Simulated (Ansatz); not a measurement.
Relaxed structures of CH4BO (charge +1), closed shell (PBE0-D4/def2-TZVP; forces vanish, vibrations not checked; lower isomers may exist, and structures with a doubtful reference or unclear bonds are left out; Å). Program: Ansatz 0.2.0. Basis: def2-TZVPP. Cores are frozen in the correlated methods.

Rank them by CCSD(T) energy, lowest first, and give each one's height above the lowest. Links in brackets join atoms within 1.22 times the sum of their covalent radii (1.1 for two metals). (To be estimated.)
A.
CH₄BO ([BH2][O][CH2]), total charge +1
```
7
angstrom
B -1.0325 0.4190 -0.6746
O -0.1217 -0.2496 0.1574
C 0.9838 -0.4233 0.6619
H -1.0992 -0.0133 -1.7744
H -1.6422 1.2810 -0.1399
H 1.0982 -1.2556 1.3591
H 1.8135 0.2419 0.4105
```
B.
CH₄BO ([BH]1[CH2][OH]1), total charge +1
```
7
angstrom
B -0.2346 0.2843 -0.4661
O -0.4463 -0.9685 0.1722
C 0.9403 -0.2322 0.3228
H -0.9228 1.0165 -1.0748
H -1.0603 -1.1718 0.9019
H 1.1033 0.1307 1.3359
H 1.7000 -0.8914 -0.0849
```
C.
CH₄BO ([BH][O][CH3]), total charge +1
```
7
angstrom
B -0.7688 0.0104 -0.9027
O 0.1346 -0.2593 -0.1460
C 1.2228 -0.5832 0.7625
H -1.6457 0.2721 -1.6370
H 1.6931 -1.4800 0.3682
H 0.7692 -0.7468 1.7362
H 1.8917 0.2731 0.7554
```
D.
CH₄BO ([CH2][B][OH2]), total charge +1
```
7
angstrom
B 0.0198 -0.0120 0.0160
O -1.1020 0.4142 -0.6938
C 1.1129 -0.4273 0.7077
H -1.3256 0.0815 -1.5869
H -1.7359 1.0727 -0.3431
H 1.0796 -1.2825 1.3784
H 2.0732 0.0759 0.6237
```

By the calculation: C (0.000 eV), A (1.265 eV), B (1.503 eV), D (2.011 eV). Heights count from the lowest.

No T1 diagnostic of these runs exceeds 0.020.

For scale, one of the runs: CCSD(T)/def2-TZVPP, 149 basis functions, launched by `ansatz run in.yaml --threads 2 --pin off --events-out ev --progress --plain --max-ram 4352MiB`. The run took 17 s on 2 CPU threads of an Arm Neoverse V1 (shared host), with 0.96 GiB of host memory at its peak.
